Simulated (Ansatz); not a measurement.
Which YAML input does this script hand to the engine? (Ansatz 0.2.0 through its Python package)

Script `c4h2ns.py`:
```python
"""Single point of C4H2NS(-)."""

from pathlib import Path

import ansatz
from ase import Atoms


def main() -> None:
    atoms = Atoms(["C", "C", "C", "S", "C", "N", "H", "H"], positions=[
        (1.9838, 0.1672, -0.3426),
        (0.8506, -0.0365, 0.0044),
        (-0.5424, -0.2692, 0.4411),
        (-0.8673, -2.0443, 0.0873),
        (-1.5272, 0.5845, -0.2661),
        (-2.2754, 1.3199, -0.7746),
        (2.9863, 0.3213, -0.662),
        (-0.6084, -0.0429, 1.5123),
    ])
    system = ansatz.Crystal.molecule_from_ase(atoms)

    calc = (
        system.calculation()
        .basis(gaussian="def2-SVPD")
        .functional("CAM-B3LYP")
        .charge(-1)
        .orbitals()
    )
    result = calc.run(threads=1, backend="cpu", runs_dir="out")
    data = result.report

    print(f"E = {data['free_energy_ev']:.6f} eV = {data['free_energy_ev'] / 27.211386246:.7f} Ha")
    print("converged:", data["converged"], " doubts:", data["published_state_doubts"] or "none")

    lines = Path(data["orbitals_path"]).read_text().splitlines()
    field_of = lambda key: [line.split("=")[1].strip() for line in lines if line.startswith(key)]
    orbitals = [(27.211386 * float(e), s, float(n)) for e, s, n in zip(field_of("Ene="), field_of("Spin="), field_of("Occup="))]
    homo = max(e for e, _, n in orbitals if n > 0.5)
    lumo = min(e for e, _, n in orbitals if n < 0.5)
    for e, spin, n in sorted(orbitals):
        if homo - 10 < e < lumo + 5:
            print(f"{spin:6s} {e:10.3f} eV  occupation {n:.0f}")


if __name__ == "__main__":
    main()
```

Running `python c4h2ns.py` prints:
```text
E = -16494.418896 eV = -606.1587141 Ha
converged: True  doubts: none
Alpha     -11.992 eV  occupation 2
Alpha     -11.064 eV  occupation 2
Alpha      -8.208 eV  occupation 2
Alpha      -8.062 eV  occupation 2
Alpha      -7.104 eV  occupation 2
Alpha      -6.645 eV  occupation 2
Alpha      -5.814 eV  occupation 2
Alpha      -5.234 eV  occupation 2
Alpha      -2.322 eV  occupation 2
Alpha      -2.213 eV  occupation 2
Alpha       4.636 eV  occupation 0
Alpha       5.024 eV  occupation 0
Alpha       5.149 eV  occupation 0
Alpha       5.559 eV  occupation 0
Alpha       5.891 eV  occupation 0
Alpha       6.063 eV  occupation 0
Alpha       6.369 eV  occupation 0
Alpha       6.557 eV  occupation 0
Alpha       6.746 eV  occupation 0
Alpha       7.177 eV  occupation 0
Alpha       7.324 eV  occupation 0
Alpha       7.599 eV  occupation 0
Alpha       8.693 eV  occupation 0
Alpha       9.133 eV  occupation 0
Alpha       9.491 eV  occupation 0
```

`input.yaml`:
```yaml
crystal:
  periodic: [false, false, false]
  atoms:
    - { symbol: C, position_ang: [1.9838, 0.1672, -0.3426] }
    - { symbol: C, position_ang: [0.8506, -0.0365, 0.0044] }
    - { symbol: C, position_ang: [-0.5424, -0.2692, 0.4411] }
    - { symbol: S, position_ang: [-0.8673, -2.0443, 0.0873] }
    - { symbol: C, position_ang: [-1.5272, 0.5845, -0.2661] }
    - { symbol: "N", position_ang: [-2.2754, 1.3199, -0.7746] }
    - { symbol: H, position_ang: [2.9863, 0.3213, -0.662] }
    - { symbol: H, position_ang: [-0.6084, -0.0429, 1.5123] }
basis:
  gaussian:
    orbitals: def2-SVPD
hamiltonian:
  xc: cam_b3lyp
total_charge: -1.0
output:
  orbitals: {}
```

Notes:
- Total energies depend on the basis set; only differences at equal settings carry meaning.
- The geometry is a force-field or estimated start, not a minimum of this method, and the basis set is short of its limit.
- Alpha marks a spatial orbital of a restricted run, filled by both spins.
- Levels such as HOMO and LUMO are orbital energies: with these approximate functionals they aren't the ionisation energy and electron affinity, and their gap isn't the fundamental gap.
- Run time: 6 s on 1 thread of Arm Neoverse V2, on a shared host, peak memory 0.44 GiB.

(A comment or docstring line of the script was reworded after the run, the code is as it ran; lines on the test bed's own set-up are left out of the output.)
